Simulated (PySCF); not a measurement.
# Computed NMR parameters against published values

Bonds (- single, = double, # triple, : aromatic): C1-N2 1.431 Å, N2:N3 1.310 Å, N3:C4 1.326 Å, C4:C5 1.396 Å, C5:N6 1.325 Å, N6:N2 1.310 Å. C1 carries H7, H8, H9; C4 carries H10; C5 carries H11.

The experiment to reproduce: δ 15N N3/N6 -49.4; N2 -131.5 ppm (measured; solution, acetone; Solvent effects on the nitrogen NMR chemical shifts in 1-methylazoles - a theoretical study, New J. Chem. 2015 (author manuscript)).
δ 15N N3/N6 -48.7; N2 -133.2 ppm (measured; solution, CCl4; Solvent effects on the nitrogen NMR chemical shifts in 1-methylazoles - a theoretical study, New J. Chem. 2015 (author manuscript)).

- GIAO PBE0/pcSseg-1 shieldings
- GFN2-xTB structure
- code: PySCF 2.14.0 with density-fitted response routines
- one computed conformer, no solvent, rapidly exchanging positions averaged, non-relativistic Hamiltonian

Set the calculated values beside the experiment.

Results:


Reference values: measured (solution, acetone; Solvent effects on the nitrogen NMR chemical shifts in 1-methylazoles - a theoretical study, New J. Chem. 2015 (author manuscript)).
| atoms | quantity | reference | computed | computed, scaled |
| --- | --- | --- | --- | --- |
| N3/N6 | δ 15N vs neat liquid CH3NO2 | -49.4 | – | -58.5 |
| N2 | δ 15N vs neat liquid CH3NO2 | -131.5 | – | -145.6 |

Reference values: measured (solution, CCl4; Solvent effects on the nitrogen NMR chemical shifts in 1-methylazoles - a theoretical study, New J. Chem. 2015 (author manuscript)).
```
atoms                     quantity  reference  computed  computed, scaled
N3/N6  δ 15N vs neat liquid CH3NO2      -48.7         –             -58.5
   N2  δ 15N vs neat liquid CH3NO2     -133.2         –            -145.6
```

Computed shifts are σ(ref) − σ with the named reference compound (TMS for H and C) calculated as an isolated molecule at the same level. The measured values may be among those fitted. Shieldings were converted by a linear fit to measured shifts: 15N (scatter 6.3 ppm rms vs CH3NO2, solution or neat liquid). Occasional misses reach two or three times the rms, and more in compound classes unlike the fitted ones.

4 of the 24 published NMR values on file for this molecule are compared. The rest: values from further sources.
